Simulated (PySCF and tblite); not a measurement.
Values are calculated unless marked as measured or tabulated.
System: C3H7N, numbered as in [CH2:1]1[CH2:2][NH:3][CH2:4]1.

Motion: pyramidal inversion at N3. GFN2-xTB gives an electronic barrier of 5.6 kcal/mol.

PBE0/pcSseg-1 + D3(BJ), IEF-PCM acetone on PBE0-D3(BJ)/def2-SVP geometries gives 7.0 kcal/mol and k(298 K) = 2.6×10⁸ s⁻¹.

Task: What does BHandHLYP/pcSseg-1 + D3(BJ), IEF-PCM acetone give on PBE0-D3(BJ)/def2-SVP geometries?

Result: A barrier of 7.2 kcal/mol, 0.3 above the first DFT barrier (from unrounded values) and, with GFN2-xTB thermal terms, ΔG‡(298 K) = 6.2 kcal/mol and k = 1.7×10⁸ s⁻¹ (1 equivalent path).

Programs: tblite and PySCF.
